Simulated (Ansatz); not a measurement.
SiHCl (SMILES [SiH]Cl): methods side by side

The species is SiHCl (3 atoms), meant as a singlet with charge 0. SMILES: `[SiH]Cl`. Geometry: relaxed at PBE0-D4/def2-TZVP. The run starts from this shape.

```xyz
3

Si   -0.5483    0.5710   -0.2339
Cl    1.2754    0.3528    0.7362
H    -0.7271   -0.9238   -0.5023
```

Quantity: the adiabatic ionisation energy (to the doublet cation, no zero-point term), in eV. The values are calculated.

```csv
level,kind,program,value (eV),CPU time (all runs)
HF/STO-3G,Hartree–Fock,Ansatz,6.64,2.2 s
HF/3-21G,Hartree–Fock,Ansatz,8.92,3.9 s
HF/6-31G* (Cartesian functions),Hartree–Fock,Ansatz,8.29,6.9 s
HF/cc-pVTZ,Hartree–Fock,Ansatz,8.14,10 s
PBE/def2-SVP,GGA,Ansatz,8.95,8 s
r2SCAN/def2-TZVP,meta-GGA,Ansatz,8.87,24 s
B3LYP/6-31G* (Cartesian functions),global hybrid,Ansatz,9.19,15 s
B3LYP-D4/def2-TZVP,global hybrid,Ansatz,9.11,15 s
wB97X-V/def2-TZVP,range-separated hybrid,Ansatz,9.07,39 s
wB97M-V/def2-TZVPD,range-separated hybrid,Ansatz,9.12,66 s
```

The values span 6.64 to 9.19 eV. Without the sets that lack polarisation functions the rows with a basis span only 8.14 to 9.19 eV. CPU times are rough (shared hosts, several kinds of processor): they show what a rung costs within a factor of a few.
